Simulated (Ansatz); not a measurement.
Steps of a relaxation of C$_{6}$H$_{12}$, SMILES `CC1CCCC1` with RKS PBE-D4/def2-SVP.

```sh
$ ansatz run in.yaml --threads 2 --pin off --events-out ev --progress --plain --max-ram 20480MiB --backend cpu
```

```yaml
crystal:
  periodic: [false, false, false]
  atoms:
    - {symbol: C, position_ang: [1.188750, -1.790640, 0.193990]}
    - {symbol: C, position_ang: [0.665120, -0.364700, 0.273940]}
    - {symbol: C, position_ang: [0.415360, 0.273420, -1.093660]}
    - {symbol: C, position_ang: [-0.493220, 1.470820, -0.796190]}
    - {symbol: C, position_ang: [-1.229260, 1.125480, 0.513980]}
    - {symbol: C, position_ang: [-0.708910, -0.252850, 0.936900]}
    - {symbol: H, position_ang: [0.491840, -2.423050, -0.353100]}
    - {symbol: H, position_ang: [2.148780, -1.816450, -0.317070]}
    - {symbol: H, position_ang: [1.318910, -2.206150, 1.190980]}
    - {symbol: H, position_ang: [1.380500, 0.250920, 0.829500]}
    - {symbol: H, position_ang: [-0.102450, -0.443880, -1.733340]}
    - {symbol: H, position_ang: [1.337930, 0.568560, -1.592180]}
    - {symbol: H, position_ang: [0.105210, 2.372800, -0.664900]}
    - {symbol: H, position_ang: [-1.188700, 1.653880, -1.614440]}
    - {symbol: H, position_ang: [-1.000420, 1.865870, 1.280960]}
    - {symbol: H, position_ang: [-2.310230, 1.115640, 0.379030]}
    - {symbol: H, position_ang: [-0.660400, -0.361680, 2.019880]}
    - {symbol: H, position_ang: [-1.358820, -1.038000, 0.545720]}
basis:
  gaussian: {orbitals: def2-SVP}
hamiltonian: {xc: pbe, dispersion: d4}
relax: {f_tol: 0.03, max_steps: 200}
```

Positions (Å) and forces (eV/Å) along the path, 5 of 5 steps:

```xyz
18
step=1 energy=-6404.7601 eV
C     1.189   -1.791    0.194   -0.032    0.683    0.161
C     0.665   -0.365    0.274   -0.337   -0.667   -0.363
C     0.415    0.273   -1.094   -0.048    0.365    0.518
C    -0.493    1.471   -0.796    0.014   -0.301    0.076
C    -1.229    1.125    0.514    0.140   -0.237   -0.129
C    -0.709   -0.253    0.937    0.307    0.524   -0.135
H     0.492   -2.423   -0.353   -0.447   -0.449   -0.362
H     2.149   -1.816   -0.317    0.649   -0.130   -0.323
H     1.319   -2.206    1.191    0.127   -0.375    0.620
H     1.381    0.251    0.830    0.383    0.387    0.310
H    -0.102   -0.444   -1.733   -0.262   -0.474   -0.400
H     1.338    0.569   -1.592    0.552    0.087   -0.392
H     0.105    2.373   -0.665    0.303    0.550    0.012
H    -1.189    1.654   -1.614   -0.358    0.223   -0.500
H    -1.000    1.866    1.281    0.048    0.441    0.446
H    -2.310    1.116    0.379   -0.648    0.079    0.013
H    -0.660   -0.362    2.020   -0.027   -0.180    0.653
H    -1.359   -1.038    0.546   -0.365   -0.524   -0.203
18
step=2 energy=-6404.8613 eV
C     1.212   -1.805    0.203   -0.118    0.287    0.009
C     0.659   -0.382    0.266   -0.021   -0.100   -0.040
C     0.410    0.278   -1.100    0.002    0.060    0.108
C    -0.499    1.487   -0.802    0.042   -0.122    0.035
C    -1.241    1.139    0.518    0.080   -0.104   -0.027
C    -0.717   -0.250    0.937    0.073    0.092   -0.022
H     0.516   -2.461   -0.350   -0.115   -0.167   -0.107
H     2.187   -1.836   -0.311    0.176   -0.023   -0.089
H     1.347   -2.230    1.212    0.030   -0.091    0.174
H     1.377    0.250    0.827    0.127    0.143    0.107
H    -0.116   -0.448   -1.747   -0.092   -0.139   -0.152
H     1.344    0.561   -1.615    0.147    0.014   -0.124
H     0.110    2.398   -0.670    0.089    0.168    0.006
H    -1.196    1.691   -1.633   -0.092    0.059   -0.141
H    -1.008    1.886    1.296    0.015    0.135    0.132
H    -2.337    1.143    0.396   -0.178    0.016    0.009
H    -0.673   -0.379    2.032   -0.020   -0.064    0.179
H    -1.376   -1.044    0.540   -0.144   -0.163   -0.056
18
step=3 energy=-6404.8716 eV
C     1.216   -1.798    0.207    0.008    0.023    0.010
C     0.657   -0.378    0.265    0.021   -0.110   -0.017
C     0.406    0.273   -1.108   -0.015    0.026    0.045
C    -0.494    1.490   -0.802   -0.006    0.007   -0.037
C    -1.238    1.141    0.524   -0.034   -0.006    0.014
C    -0.725   -0.257    0.936    0.023    0.043   -0.022
H     0.527   -2.472   -0.348    0.016    0.019    0.014
H     2.200   -1.828   -0.306   -0.006   -0.009    0.005
H     1.355   -2.223    1.223    0.003   -0.005   -0.010
H     1.373    0.267    0.828   -0.023   -0.005   -0.014
H    -0.132   -0.457   -1.755    0.005    0.010    0.020
H     1.343    0.543   -1.639   -0.018   -0.006    0.010
H     0.124    2.402   -0.669   -0.005   -0.012    0.005
H    -1.191    1.708   -1.636    0.002    0.006    0.015
H    -1.000    1.888    1.309    0.004   -0.007   -0.011
H    -2.341    1.156    0.407    0.012    0.011   -0.003
H    -0.689   -0.404    2.036   -0.001    0.002   -0.021
H    -1.389   -1.052    0.527    0.017    0.015   -0.002
18
step=4 energy=-6404.8722 eV
C     1.221   -1.797    0.211    0.011   -0.036   -0.003
C     0.655   -0.382    0.263   -0.012   -0.002   -0.007
C     0.401    0.271   -1.108    0.002    0.001   -0.004
C    -0.494    1.492   -0.802    0.000   -0.004    0.001
C    -1.238    1.143    0.524    0.002   -0.003   -0.002
C    -0.727   -0.257    0.931   -0.003    0.000    0.004
H     0.540   -2.478   -0.343   -0.022    0.005   -0.011
H     2.205   -1.826   -0.301    0.010    0.013    0.001
H     1.360   -2.222    1.226    0.004    0.010    0.013
H     1.367    0.268    0.825    0.001    0.010    0.003
H    -0.142   -0.456   -1.752   -0.002   -0.001    0.010
H     1.336    0.537   -1.643    0.003    0.002   -0.001
H     0.128    2.400   -0.665    0.000   -0.001   -0.003
H    -1.191    1.714   -1.634    0.001    0.003    0.001
H    -0.995    1.887    1.310   -0.002   -0.002    0.001
H    -2.341    1.162    0.409    0.001    0.003    0.002
H    -0.694   -0.409    2.030    0.000    0.000    0.004
H    -1.393   -1.048    0.519    0.007    0.002   -0.006
18
step=5 energy=-6404.8723 eV
C     1.222   -1.797    0.211   -0.001   -0.002   -0.001
C     0.655   -0.381    0.264    0.001    0.001    0.001
C     0.401    0.271   -1.108    0.002    0.001    0.003
C    -0.493    1.491   -0.801   -0.001    0.000   -0.001
C    -1.238    1.142    0.524   -0.002    0.000    0.000
C    -0.727   -0.258    0.931    0.003    0.002    0.000
H     0.538   -2.475   -0.343    0.000    0.000    0.000
H     2.206   -1.825   -0.300    0.002    0.001   -0.001
H     1.361   -2.220    1.227    0.000    0.001    0.002
H     1.367    0.269    0.825   -0.001    0.000   -0.001
H    -0.144   -0.458   -1.749   -0.001    0.001   -0.002
H     1.335    0.535   -1.645   -0.001   -0.001   -0.001
H     0.129    2.399   -0.665    0.001   -0.001    0.000
H    -1.190    1.716   -1.634    0.001   -0.001    0.001
H    -0.993    1.886    1.310    0.000   -0.001    0.001
H    -2.340    1.164    0.410    0.001    0.000    0.000
H    -0.696   -0.411    2.029   -0.001   -0.001   -0.001
H    -1.391   -1.048    0.514   -0.002    0.000    0.001
```

Run time 14 s (2 threads of an AMD EPYC 7R13 on a shared host); peak host memory 0.22 GiB.
